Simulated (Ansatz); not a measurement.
Results of r²SCAN+SOC (plane waves, PAW; Ansatz, a program for electronic structure) for CdCu2GeSe4 (I-42m, No. 121).

Numerical settings: plane-wave cutoff 560 eV, 14×14×14 k mesh, Fermi–Dirac smearing 0.05 eV, PAW data made under PBE.

Cell (measured lattice):

Space group I-42m (No. 121); a = b = 5.748 Å, c = 11.053 Å, α = β = γ = 90.00°

```tsv
atom	site	symmetry	x	y	z
Ge	2b	-42m	0.0000	0.0000	0.5000
Cu	4d	-4..	0.0000	0.5000	0.2500
Se	8i	..m	0.2705	0.2705	0.1337
Cd	2a	-42m	0.0000	0.0000	0.0000
```
(The calculation used a cell of 8 atoms; values per cell refer to that cell.)

### Question
Estimate the band gap that the calculation returns.

### Answer

- band gap: 0.21 eV (on the SCF k mesh)

Measured, for comparison: band gap 1.29 eV (300 K, not corrected to a static lattice, experimental, cited; as tabulated in Brik et al. (2014), arXiv:1311.6753). Computed (rounded) less measured: band gap -1.08 eV.

Note: cell and atoms aren't relaxed at this level (largest force component 0.20 eV/Å, pressure 0.9 GPa).

Computed values are for the static lattice.

Cost on a shared machine: very roughly 2.4 core-hours.
